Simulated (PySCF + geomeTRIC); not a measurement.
Species: H2O, SMILES `O` (charge 0, multiplicity 1).

Task: Give a relaxed geometry from BP86-D3(BJ)/def2-SVP (PySCF + geomeTRIC).

Result: the end point of this relaxation (outside a Z-matrix the atoms follow the SMILES, hydrogens last).
Cartesian coordinates (Å) in one orientation:
```xyz
3

O      0.002     0.408     0.000
H      0.758    -0.208     0.000
H     -0.760    -0.202     0.000
```
